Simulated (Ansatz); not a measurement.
# Rubidium, bcc: convergence with Fermi-Dirac smearing

Computed with Ansatz, PBE, scalar-relativistic PAW, on the relaxed cell (a = 5.672 Å; spin not included). Errors count from a run at 420 eV on a Γ-centred 13×13×13 mesh with Fermi-Dirac smearing of 0.1 eV, extrapolated to zero width. Fixed here: cutoff 420 eV, mesh 8×8×8. The SCF starts from atomic densities corrected by a trained network.

```json
{"width (eV)": "0.01", "E(σ→0) error (meV/atom)": "7.1", "F error (meV/atom)": "6.6", "P (GPa)": "0.01", "SCF iterations": "6"}
{"width (eV)": "0.03", "E(σ→0) error (meV/atom)": "6.7", "F error (meV/atom)": "4.4", "P (GPa)": "0.01", "SCF iterations": "6"}
{"width (eV)": "0.1", "E(σ→0) error (meV/atom)": "3.7", "F error (meV/atom)": "-13.0", "P (GPa)": "0.01", "SCF iterations": "6"}
{"width (eV)": "0.2", "E(σ→0) error (meV/atom)": "0.3", "F error (meV/atom)": "-59.1", "P (GPa)": "0.03", "SCF iterations": "6"}
{"width (eV)": "0.3", "E(σ→0) error (meV/atom)": "-1.2", "F error (meV/atom)": "-132.6", "P (GPa)": "0.07", "SCF iterations": "6"}
{"width (eV)": "0.6", "E(σ→0) error (meV/atom)": "-24.5", "F error (meV/atom)": "-514.0", "P (GPa)": "0.28", "SCF iterations": "6"}
{"width (eV)": "1.0", "E(σ→0) error (meV/atom)": "-146.6", "F error (meV/atom)": "-1318.1", "P (GPa)": "0.67", "SCF iterations": "6"}
```
